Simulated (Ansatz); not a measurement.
# AlF2H: reaction (reductive elimination)

Aim: the minimum-energy path and barrier of the reaction (reductive elimination). The ends are relaxed first, then joined by a nudged elastic band. Meant to form: H2–F3; to break: Al1–H2, Al1–F3. The start is a guess near the saddle point, from which both ends are pulled out.

Method: RHF/6-31G*, in Ansatz 0.2.0.

## (1) The system as given

Bond lengths: Al1–H2 1.760 Å, Al1–F3 1.890 Å, Al1–F4 1.690 Å. Angles: H2–Al1–F3 40.8°, H2–Al1–F4 158.9°, F3–Al1–F4 160.4°.

Coordinates:

```xyz
4

Al    0.0000    0.0000    0.0000
H     1.1040    0.0000    1.3707
F     1.8591    0.0000    0.3402
F    -1.4635    0.0000   -0.8450
```

## (2) A restrained relaxation towards end A

Springs on the bonds that form and break draw the guess towards this end; the thresholds are loose.

The input, input.yaml:

```yaml
crystal:
  periodic: [false, false, false]
  atoms:
    - { symbol: Al, position_ang: [0.0, 0.0, 0.0] }
    - { symbol: H, position_ang: [1.104, 0.0, 1.3707] }
    - { symbol: F, position_ang: [1.8591, 0.0, 0.3402] }
    - { symbol: F, position_ang: [-1.4635, 0.0, -0.845] }
basis:
  gaussian: { orbitals: "6-31G*" }
hamiltonian:
  xc: hf
relax:
  f_tol: 0.15
  max_steps: 25
  restrain:
    - { distance: [1, 2], at: 2.12, k: 30.0 }
    - { distance: [0, 1], at: 1.56, k: 30.0 }
    - { distance: [0, 2], at: 1.69, k: 30.0 }
output:
  orbitals: {}
```

On the command line:

```bash
ansatz run input.yaml --threads 1 --pin off --max-ram 2048MiB --backend cpu --events-out ev --progress --plain --runs-dir out
```

The log of the run (excerpt; [...] marks lines left out):

```text
Warning: RAYON_NUM_THREADS=1 ignored (pool sized by the plan → 1); use --threads N
[...]
Functional definition: HF
[...]
473 factors; integrals over basis functions are off by at most 4.4e-4 eV
[...]
mean field -12009.20861714 eV, -441.3302765459 hartree, gradient 2.4e-5 eV, S^2 0.000000; 0 other end points of the search recorded, 0 dependent functions left out
[...]
reference -12009.20861714 eV, -441.3302765459 hartree; 16, 16 occupied and 35, 35 virtual orbitals, 473 factors
relax step   1: F+E_penalty+E_count = -12009.20861714 eV  Δ(F+E_penalty+E_count) = +0.000e0 eV  max|allowed force component| = 1.759e0 eV/Å  E_restraint = 11.84598683 eV  max|allowed force component, restraints' pulls added| = 2.273e1 eV/Å  Δτ_max = 0.0000 Å  (31 SCF iters, accepted)
[...]
relax step   6: F+E_penalty+E_count = -12013.35867852 eV  Δ(F+E_penalty+E_count) = -7.813e-3 eV  max|allowed force component| = 1.701e0 eV/Å  E_restraint = 0.13663791 eV  max|allowed force component, restraints' pulls added| = 2.274e-1 eV/Å  Δτ_max = 0.0142 Å  (23 SCF iters, accepted)
[...]
relax step   7: F+E_penalty+E_count = -12013.36591793 eV  Δ(F+E_penalty+E_count) = -7.239e-3 eV  max|allowed force component| = 1.669e0 eV/Å  E_restraint = 0.14176631 eV  max|allowed force component, restraints' pulls added| = 2.258e-2 eV/Å  Δτ_max = 0.0167 Å  (23 SCF iters, accepted)
  distance H 1 - F 2 = 2.1991 Å
  distance Al 0 - H 1 = 1.5315 Å
  distance Al 0 - F 2 = 1.6412 Å
473 factors; integrals over basis functions are off by at most 4.8e-4 eV
[...]
mean field -12013.36591793 eV, -441.4830545320 hartree, gradient 4.0e-5 eV, S^2 0.000000; 1 other end points of the search recorded, 0 dependent functions left out
[...]
reference -12013.36591793 eV, -441.4830545320 hartree; 16, 16 occupied and 35, 35 virtual orbitals, 473 factors
Total energy: -12013.36591793 eV, -441.4830545320 hartree
Atom 0 at     0.194809     0.000000     0.192306 Å, force     1.669436    -0.000000     0.431625 eV/Å
Atom 1 at     0.646796    -0.000000     1.655571 Å, force    -1.471364     0.000000     1.195106 eV/Å
Atom 2 at     1.781144    -0.000000    -0.228357 Å, force    -0.215058    -0.000000    -1.639894 eV/Å
Atom 3 at    -1.123149    -0.000000    -0.753619 Å, force     0.016986    -0.000000     0.013163 eV/Å
Dipole moment:    -0.305505     0.000000     0.110799 e Å
```

It took 6.8 s on 1 thread of Arm Neoverse N1, shared host; peak memory 0.093 GiB.

Relaxation path:

```tsv
step	energy from step 1 (eV)	largest force component (eV/Å)
1	0.0000	1.7594
2	-1.2941	3.4391
3	-2.8536	2.7033
4	-4.0904	2.2341
5	-4.1422	1.7413
6	-4.1501	1.7005
7	-4.1573	1.6694
```

Step 1 is the start. Energies and forces in the table leave out the springs, which the log lists apart; the run stops on the force with the springs' pull added.

After: Bond lengths: Al1–H2 1.531 Å, Al1–F3 1.641 Å, Al1–F4 1.622 Å. Angles: H2–Al1–F3 87.7°, H2–Al1–F4 142.8°, F3–Al1–F4 129.5°.

## (3) End point A

It starts where the restrained run ended.

The input, input.yaml:

```yaml
crystal:
  periodic: [false, false, false]
  atoms:
    - { symbol: Al, position_ang: [0.194809, 0.0, 0.192306] }
    - { symbol: H, position_ang: [0.646796, 0.0, 1.655571] }
    - { symbol: F, position_ang: [1.781144, 0.0, -0.228357] }
    - { symbol: F, position_ang: [-1.123149, 0.0, -0.753619] }
basis:
  gaussian: { orbitals: "6-31G*" }
hamiltonian:
  xc: hf
relax:
  f_tol: 0.03
  max_steps: 50
```

On the command line:

```bash
ansatz run input.yaml --threads 1 --pin off --max-ram 2048MiB --backend cpu --events-out ev --progress --plain --runs-dir out
```

The log of the run (excerpt; [...] marks lines left out):

```text
Warning: RAYON_NUM_THREADS=1 ignored (pool sized by the plan → 1); use --threads N
[...]
[... 1 set-up line as earlier in the session ...]
[...]
473 factors; integrals over basis functions are off by at most 4.8e-4 eV
[...]
mean field -12013.36591835 eV, -441.4830545475 hartree, gradient 1.9e-5 eV, S^2 0.000000; 0 other end points of the search recorded, 0 dependent functions left out
[...]
reference -12013.36591835 eV, -441.4830545475 hartree; 16, 16 occupied and 35, 35 virtual orbitals, 473 factors
relax step   1: F+E_penalty+E_count = -12013.36591835 eV  Δ(F+E_penalty+E_count) = +0.000e0 eV  max|allowed force component| = 1.669e0 eV/Å  Δτ_max = 0.0000 Å  (25 SCF iters, accepted)
[...]
relax step   5: F+E_penalty+E_count = -12014.10420361 eV  Δ(F+E_penalty+E_count) = -3.782e-4 eV  max|allowed force component| = 3.534e-2 eV/Å  Δτ_max = 0.0065 Å  (24 SCF iters, accepted)
[...]
relax step   6: F+E_penalty+E_count = -12014.10422148 eV  Δ(F+E_penalty+E_count) = -1.787e-5 eV  max|allowed force component| = 2.478e-4 eV/Å  Δτ_max = 0.0005 Å  (16 SCF iters, accepted)
473 factors; integrals over basis functions are off by at most 5.4e-4 eV
mean field -12014.10422148 eV, -441.5101866870 hartree, gradient 2.9e-5 eV, S^2 0.000000; 1 other end points of the search recorded, 0 dependent functions left out
[...]
reference -12014.10422148 eV, -441.5101866870 hartree; 16, 16 occupied and 35, 35 virtual orbitals, 473 factors
Total energy: -12014.10422148 eV, -441.5101866870 hartree
Atom 0 at     0.373849    -0.000000     0.251447 Å, force     0.000179    -0.000000    -0.000248 eV/Å
Atom 1 at     0.327216     0.000000     1.809884 Å, force    -0.000020     0.000000     0.000102 eV/Å
Atom 2 at     1.789779     0.000000    -0.556099 Å, force    -0.000195     0.000000     0.000107 eV/Å
Atom 3 at    -0.991245     0.000000    -0.639331 Å, force     0.000035     0.000000     0.000039 eV/Å
Dipole moment:    -0.009075    -0.000000     0.302929 e Å
```

Wall time 5.4 s (1 thread of Arm Neoverse N1, shared host); peak memory 0.093 GiB.

Step by step:

```tsv
step	energy from step 1 (eV)	largest force component (eV/Å)
1	0.0000	1.6694
2	-0.5449	1.5093
3	-0.7129	0.8299
4	-0.7379	0.0670
5	-0.7383	0.0353
6	-0.7383	0.0002
```

Step 1 is the start.

After: Bond lengths: Al1–H2 1.559 Å, Al1–F3 1.630 Å, Al1–F4 1.630 Å. Angles: H2–Al1–F3 121.4°, H2–Al1–F4 121.4°, F3–Al1–F4 117.2°.

## (4) Pulling towards end B

Springs on the bonds that form and break draw the guess towards this end; the thresholds are loose.

The input, input.yaml:

```yaml
crystal:
  periodic: [false, false, false]
  atoms:
    - { symbol: Al, position_ang: [0.0, 0.0, 0.0] }
    - { symbol: H, position_ang: [1.104, 0.0, 1.3707] }
    - { symbol: F, position_ang: [1.8591, 0.0, 0.3402] }
    - { symbol: F, position_ang: [-1.4635, 0.0, -0.845] }
basis:
  gaussian: { orbitals: "6-31G*" }
hamiltonian:
  xc: hf
relax:
  f_tol: 0.15
  max_steps: 25
  restrain:
    - { distance: [1, 2], at: 0.92, k: 30.0 }
    - { distance: [0, 1], at: 2.76, k: 30.0 }
    - { distance: [0, 2], at: 2.89, k: 30.0 }
```

On the command line:

```bash
ansatz run input.yaml --threads 1 --pin off --max-ram 2048MiB --backend cpu --events-out ev --progress --plain --runs-dir out
```

The log of the run (excerpt; [...] marks lines left out):

```text
Warning: RAYON_NUM_THREADS=1 ignored (pool sized by the plan → 1); use --threads N
[...]
[... 1 set-up line as earlier in the session ...]
[...]
473 factors; integrals over basis functions are off by at most 4.4e-4 eV
[...]
mean field -12009.20861714 eV, -441.3302765459 hartree, gradient 2.4e-5 eV, S^2 0.000000; 0 other end points of the search recorded, 0 dependent functions left out
[...]
reference -12009.20861714 eV, -441.3302765459 hartree; 16, 16 occupied and 35, 35 virtual orbitals, 473 factors
relax step   1: F+E_penalty+E_count = -12009.20861714 eV  Δ(F+E_penalty+E_count) = +0.000e0 eV  max|allowed force component| = 1.759e0 eV/Å  E_restraint = 31.91810179 eV  max|allowed force component, restraints' pulls added| = 4.899e1 eV/Å  Δτ_max = 0.0000 Å  (31 SCF iters, accepted)
[...]
  distance H 1 - F 2 = 0.9149 Å
  distance Al 0 - H 1 = 2.7688 Å
  distance Al 0 - F 2 = 2.8866 Å
473 factors; integrals over basis functions are off by at most 3.5e-4 eV
mean field -12011.41629958 eV, -441.4114073793 hartree, gradient 4.1e-5 eV, S^2 0.000000; 1 other end points of the search recorded, 0 dependent functions left out
[...]
reference -12011.41629958 eV, -441.4114073793 hartree; 16, 16 occupied and 35, 35 virtual orbitals, 473 factors
Total energy: -12011.41629958 eV, -441.4114073793 hartree
Atom 0 at    -0.945056    -0.000000     0.360463 Å, force    -0.150893    -0.000000     0.004113 eV/Å
Atom 1 at     1.651167     0.000000     1.322777 Å, force     0.232734     0.000000     0.024322 eV/Å
Atom 2 at     1.940016    -0.000000     0.454635 Å, force    -0.084111    -0.000000     0.046483 eV/Å
Atom 3 at    -1.146527     0.000000    -1.271975 Å, force     0.002270     0.000000    -0.074918 eV/Å
Dipole moment:     0.019649    -0.000000     0.528540 e Å
```

Wall time 9.4 s (1 thread of Arm Neoverse N1, shared host); peak memory 0.092 GiB.

Relaxation path:

```tsv
step	energy from step 1 (eV)	largest force component (eV/Å)
1	0.0000	1.7594
2	0.3044	3.9946
3	-0.0289	9.7148
4	-1.5166	4.6821
5	-2.0379	0.8261
6	-2.0902	1.1330
7	-2.1317	0.6065
8	-2.1473	0.4861
9	-2.1805	0.5785
10	-2.1952	0.8249
11	-2.2077	0.2327
```

Step 1 is the start. Energies and forces in the table leave out the springs, which the log lists apart; the run stops on the force with the springs' pull added.

After: Bond lengths: H2–F3 0.915 Å, Al1–F4 1.645 Å.

Pairs that crossed the distance rule for bonds on the way: came closer H2–F3; moved apart Al1–H2, Al1–F3.

## (5) Relaxing end B

It starts where the restrained run ended.

The input, input.yaml:

```yaml
crystal:
  periodic: [false, false, false]
  atoms:
    - { symbol: Al, position_ang: [-0.945056, 0.0, 0.360463] }
    - { symbol: H, position_ang: [1.651167, 0.0, 1.322777] }
    - { symbol: F, position_ang: [1.940016, 0.0, 0.454635] }
    - { symbol: F, position_ang: [-1.146527, 0.0, -1.271975] }
basis:
  gaussian: { orbitals: "6-31G*" }
hamiltonian:
  xc: hf
relax:
  f_tol: 0.03
  max_steps: 50
```

On the command line:

```bash
ansatz run input.yaml --threads 1 --pin off --max-ram 2048MiB --backend cpu --events-out ev --progress --plain --runs-dir out
```

The log of the run (excerpt; [...] marks lines left out):

```text
Warning: RAYON_NUM_THREADS=1 ignored (pool sized by the plan → 1); use --threads N
[...]
[... 1 set-up line as earlier in the session ...]
[...]
470 factors; integrals over basis functions are off by at most 3.7e-4 eV
[...]
mean field -12011.41628935 eV, -441.4114070032 hartree, gradient 6.0e-6 eV, S^2 0.000000; 0 other end points of the search recorded, 0 dependent functions left out
[...]
reference -12011.41628935 eV, -441.4114070032 hartree; 16, 16 occupied and 35, 35 virtual orbitals, 470 factors
relax step   1: F+E_penalty+E_count = -12011.41628935 eV  Δ(F+E_penalty+E_count) = +0.000e0 eV  max|allowed force component| = 2.327e-1 eV/Å  Δτ_max = 0.0000 Å  (28 SCF iters, accepted)
[...]
relax step   5: F+E_penalty+E_count = -12011.47360063 eV  Δ(F+E_penalty+E_count) = -2.596e-2 eV  max|allowed force component| = 7.997e-1 eV/Å  Δτ_max = 0.1000 Å  (23 SCF iters, accepted)
[...]
relax step  17: F+E_penalty+E_count = -12011.48590995 eV  Δ(F+E_penalty+E_count) = -4.902e-5 eV  max|allowed force component| = 8.412e-4 eV/Å  Δτ_max = 0.0094 Å  (23 SCF iters, accepted)
470 factors; integrals over basis functions are off by at most 3.6e-4 eV
mean field -12011.48590995 eV, -441.4139655129 hartree, gradient 3.9e-5 eV, S^2 0.000000; 1 other end points of the search recorded, 0 dependent functions left out
[...]
reference -12011.48590995 eV, -441.4139655129 hartree; 16, 16 occupied and 35, 35 virtual orbitals, 470 factors
Total energy: -12011.48590995 eV, -441.4139655129 hartree
Atom 0 at    -1.231057    -0.000001     0.381938 Å, force    -0.000281     0.000000     0.000398 eV/Å
Atom 1 at     2.068472     0.000006     1.278809 Å, force    -0.000493    -0.000001    -0.000687 eV/Å
Atom 2 at     1.668426    -0.000008     0.457710 Å, force    -0.000068     0.000001     0.000142 eV/Å
Atom 3 at    -1.006241     0.000002    -1.252557 Å, force     0.000841    -0.000000     0.000147 eV/Å
Dipole moment:     0.336317     0.000005     0.559710 e Å
```

It took 14 s on 1 thread of Arm Neoverse N1, shared host; peak memory 0.092 GiB.

Relaxation path:

```tsv
step	energy from step 1 (eV)	largest force component (eV/Å)
1	0.0000	0.2327
2	-0.0088	2.0931
3x	-0.0027	2.4860
4	-0.0314	1.8285
5	-0.0573	0.7997
6x	-0.0386	0.5104
7	-0.0649	0.3484
8	-0.0652	0.3240
9	-0.0680	0.0922
10	-0.0685	0.0421
11	-0.0689	0.0336
12x	-0.0687	0.3131
13	-0.0695	0.0179
14x	-0.0694	0.1137
15	-0.0696	0.0393
16x	-0.0695	0.0459
17	-0.0696	0.0008
```

Step 1 is the start. 5 steps were tried and not accepted (marked x).

After: Bond lengths: H2–F3 0.913 Å, Al1–F4 1.650 Å.

## (6) Nudged elastic band

crystal.atoms is end A as relaxed above, and neb.final_atoms is end B, turned to lie on A. With 9 inner images the band has 11 in all. The start path is listed, through a guess of the saddle.

The input, input.yaml:

```yaml
crystal:
  periodic: [false, false, false]
  atoms:
    - { symbol: Al, position_ang: [0.373849, 0.0, 0.251447] }
    - { symbol: H, position_ang: [0.327216, 0.0, 1.809884] }
    - { symbol: F, position_ang: [1.789779, 0.0, -0.556099] }
    - { symbol: F, position_ang: [-0.991245, 0.0, -0.639331] }
basis:
  gaussian: { orbitals: "6-31G*" }
hamiltonian:
  xc: hf
neb:
  order_check: false
  images: 9
  f_tol: 0.05
  max_iterations: 60
  final_atoms:
    - { symbol: Al, position_ang: [-1.23921925, -3.716e-05, 0.2495774] }
    - { symbol: H, position_ang: [1.97557152, 1.311e-05, 1.41421876] }
    - { symbol: F, position_ang: [1.64426359, 1.203e-05, 0.56305754] }
    - { symbol: F, position_ang: [-0.88101687, 1.203e-05, -1.3609527] }
  initial_path:
    images:
      - { positions_ang: [[0.373849, 0.0, 0.251447], [0.327216, 0.0, 1.809884], [1.789779, 0.0, -0.556099], [-0.991245, 0.0, -0.639331]] }
      - { positions_ang: [[0.29910872, 0.0, 0.20110649], [0.48241516, 0.0, 1.72214672], [1.80362619, 0.0, -0.37663656], [-1.08555107, 0.0, -0.68071565]] }
      - { positions_ang: [[0.22436843, 0.0, 0.15076597], [0.63761432, 0.0, 1.63440944], [1.81747338, 0.0, -0.19717412], [-1.17985714, 0.0, -0.7221003]] }
      - { positions_ang: [[0.14962815, 0.0, 0.10042546], [0.79281348, 0.0, 1.54667216], [1.83132058, 0.0, -0.01771167], [-1.27416321, 0.0, -0.76348494]] }
      - { positions_ang: [[0.07488787, 0.0, 0.05008494], [0.94801264, 0.0, 1.45893488], [1.84516777, 0.0, 0.16175077], [-1.36846928, 0.0, -0.80486959]] }
      - { positions_ang: [[0.00014758, 0.0, -0.00025557], [1.1032118, 0.0, 1.3711976], [1.85901496, 0.0, 0.34121321], [-1.46277535, 0.0, -0.84625424]] }
      - { positions_ang: [[-0.24772578, -7.43e-06, 0.04971102], [1.27768375, 2.62e-06, 1.37980183], [1.81606469, 2.41e-06, 0.38558208], [-1.34642365, 2.41e-06, -0.94919393]] }
      - { positions_ang: [[-0.49559915, -1.486e-05, 0.09967761], [1.45215569, 5.24e-06, 1.38840607], [1.77311441, 4.81e-06, 0.42995094], [-1.23007196, 4.81e-06, -1.05213362]] }
      - { positions_ang: [[-0.74347251, -2.23e-05, 0.14964421], [1.62662764, 7.86e-06, 1.3970103], [1.73016414, 7.22e-06, 0.47431981], [-1.11372026, 7.22e-06, -1.15507331]] }
      - { positions_ang: [[-0.99134588, -2.973e-05, 0.1996108], [1.80109958, 1.049e-05, 1.40561453], [1.68721386, 9.62e-06, 0.51868867], [-0.99736856, 9.62e-06, -1.25801301]] }
      - { positions_ang: [[-1.23921925, -3.716e-05, 0.2495774], [1.97557152, 1.311e-05, 1.41421876], [1.64426359, 1.203e-05, 0.56305754], [-0.88101687, 1.203e-05, -1.3609527]] }
```

On the command line:

```bash
ansatz run input.yaml --threads 1 --pin off --max-ram 2048MiB --backend cpu --events-out ev --progress --plain --runs-dir out
```

The log of the run (excerpt; [...] marks lines left out):

```text
Warning: RAYON_NUM_THREADS=1 ignored (pool sized by the plan → 1); use --threads N
[...]
[... 1 set-up line as earlier in the session ...]
[...]
473 factors; integrals over basis functions are off by at most 5.4e-4 eV
[...]
mean field -12014.10422106 eV, -441.5101866717 hartree, gradient 1.3e-5 eV, S^2 0.000000; 0 other end points of the search recorded, 0 dependent functions left out
[...]
reference -12014.10422106 eV, -441.5101866717 hartree; 16, 16 occupied and 35, 35 virtual orbitals, 473 factors
473 factors; integrals over basis functions are off by at most 3.5e-4 eV
[...]
mean field -12011.48591882 eV, -441.4139658391 hartree, gradient 5.8e-6 eV, S^2 0.000000; 0 other end points of the search recorded, 0 dependent functions left out
[...]
reference -12011.48591882 eV, -441.4139658391 hartree; 16, 16 occupied and 35, 35 virtual orbitals, 473 factors
[...]
reference -12010.62140754 eV, -441.3821956356 hartree; 16, 16 occupied and 35, 35 virtual orbitals, 473 factors
NEB iter   1: max|band force component| = 2.031e1 eV/Å  barrier→ = 5.5293 eV  barrier← = 2.9110 eV  Δτ_max = 0.1984 Å  (302 SCF iters)
[...]
NEB iter   7: max|band force component| = 8.209e-2 eV/Å  barrier→ = 4.1714 eV  barrier← = 1.5531 eV  CI = image 5  Δτ_max = 0.0074 Å  (199 SCF iters)
[...]
NEB iter   8: max|band force component| = 1.766e-2 eV/Å  barrier→ = 4.1714 eV  barrier← = 1.5531 eV  CI = image 5  Δτ_max = 0.0000 Å  (423 SCF iters)
Total energy: -12009.93282244 eV, -441.3568905997 hartree
Atom 0 at    -0.213239    -0.000002     0.397997 Å, force     0.000921     0.000000    -0.000400 eV/Å
Atom 1 at     1.230298     0.000001     1.322073 Å, force     0.001038     0.000000     0.000038 eV/Å
Atom 2 at     1.569207     0.000000     0.128756 Å, force    -0.001853    -0.000000     0.000703 eV/Å
Atom 3 at    -1.086667     0.000001    -0.982924 Å, force    -0.000106     0.000000    -0.000341 eV/Å
Dipole moment:    -0.012244    -0.000000     0.259914 e Å
this run last wrote the band of iteration 8 to <dir>
```

It took 50 s on 1 thread of Arm Neoverse N1, shared host; peak memory 0.085 GiB.

## (7) The band, image by image

Images 0 and 10 are the ends. Energies count from image 0; the path length is the program's own measure over all atoms.

```tsv
image	path (Å)	energy (eV)	H2–F3 (Å)	Al1–H2 (Å)	Al1–F3 (Å)	band force (eV/Å)
0	0.000	0.0000	2.78	1.56	1.63	-
1	0.293	0.1936	2.52	1.55	1.62	0.000
2	0.587	0.7878	2.22	1.56	1.62	0.000
3	0.880	1.8179	1.90	1.57	1.64	0.001
4	1.173	3.2364	1.57	1.62	1.70	0.002
5*	1.467	4.1714	1.24	1.71	1.80	0.002
6	1.757	3.4325	0.98	1.92	1.99	0.001
7	2.048	2.9059	0.93	2.26	2.24	0.002
8	2.338	2.6991	0.92	2.64	2.48	0.018
9	2.629	2.6313	0.91	3.04	2.69	0.003
10	2.920	2.6183	0.91	3.42	2.90	-
```

The star marks the climbing image.

image, energy (eV) and a bar:
```
        0      0.000 
        1      0.194 #
        2      0.788 ######
        3      1.818 #############
        4      3.236 #######################
        5      4.171 ##############################
        6      3.433 #########################
        7      2.906 #####################
        8      2.699 ###################
        9      2.631 ###################
       10      2.618 ###################
```

How the highest energy settled:

```tsv
iteration	highest image above image 0 (eV)	largest band force (eV/Å)
1	5.5293	20.309
2	4.5599	8.365
3	4.2100	3.423
4	4.1742	1.761
5	4.1722	0.471
6	4.1715	0.138
7	4.1714	0.082
8	4.1714	0.018
```

The band as a trajectory file:

```xyz
4
image=0 dE=0.0000
Al    0.374    0.000    0.251
H     0.327    0.000    1.810
F     1.790    0.000   -0.556
F    -0.991    0.000   -0.639
4
image=1 dE=0.1936
Al    0.263    0.000    0.255
H     0.523    0.000    1.787
F     1.736    0.000   -0.423
F    -1.023    0.000   -0.754
4
image=2 dE=0.7878
Al    0.152    0.000    0.276
H     0.724    0.000    1.722
F     1.671    0.000   -0.290
F    -1.048    0.000   -0.842
4
image=3 dE=1.8179
Al    0.039    0.000    0.310
H     0.916    0.000    1.616
F     1.611    0.000   -0.157
F    -1.067    0.000   -0.903
4
image=4 dE=3.2364
Al   -0.082    0.000    0.355
H     1.087    0.000    1.477
F     1.575    0.000   -0.019
F    -1.081    0.000   -0.948
4
image=5 dE=4.1714
Al   -0.213    0.000    0.398
H     1.230    0.000    1.322
F     1.569    0.000    0.129
F    -1.087    0.000   -0.983
4
image=6 dE=3.4325
Al   -0.395    0.000    0.423
H     1.345    0.000    1.237
F     1.586    0.000    0.284
F    -1.037    0.000   -1.078
4
image=7 dE=2.9059
Al   -0.629    0.000    0.429
H     1.469    0.000    1.266
F     1.614    0.000    0.352
F    -0.954    0.000   -1.182
4
image=8 dE=2.6991
Al   -0.858    0.000    0.395
H     1.617    0.000    1.320
F     1.627    0.000    0.403
F    -0.887    0.000   -1.253
4
image=9 dE=2.6313
Al   -1.062    0.000    0.329
H     1.792    0.000    1.371
F     1.622    0.000    0.473
F    -0.853    0.000   -1.307
4
image=10 dE=2.6183
Al   -1.239    0.000    0.250
H     1.976    0.000    1.414
F     1.644    0.000    0.563
F    -0.881    0.000   -1.361
```

(Part 1 of 2 ends here.)
